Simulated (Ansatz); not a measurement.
This geometry of CHO$_{2}$ (4 atoms, charge -1, multiplicity 1) is a first-order saddle point.

Theory: Ansatz, RKS revPBE-D4/def2-mTZVP.

```xyz
4
Properties=species:S:1:pos:R:3
O 0.064 0.124 1.515
C 0.764 -0.017 0.553
O -0.300 -0.505 -0.881
H -0.529 0.397 -1.188
```

(1) Which two structures does it join? (They come from a converged band through this point; their orientation in space is the band's.)

(2) How far does it lie above each of them?

Results:

(1) No bond is made or broken. The dihedral O1–C2–O3–H4 goes from 0 to 180°.

Image 0:

```xyz
4
Properties=species:S:1:pos:R:3
O -0.020 0.341 1.257
C 0.635 -0.362 0.465
O 0.083 -0.299 -0.906
H -0.698 0.319 -0.816
```

Image 8:

```xyz
4
Properties=species:S:1:pos:R:3
O 0.237 0.221 1.558
C 0.512 -0.264 0.471
O -0.553 0.255 -0.624
H -0.197 -0.213 -1.405
```

(2) 39.5 kJ/mol above the first and 30.7 kJ/mol above the second. This is the barrier of this one path; another mechanism may lie lower. Limits of this set-up: an anion without diffuse functions.

Run time: 2.4 min on 1 thread of AMD EPYC (Zen 3), on a shared host, peak memory 0.12 GiB.
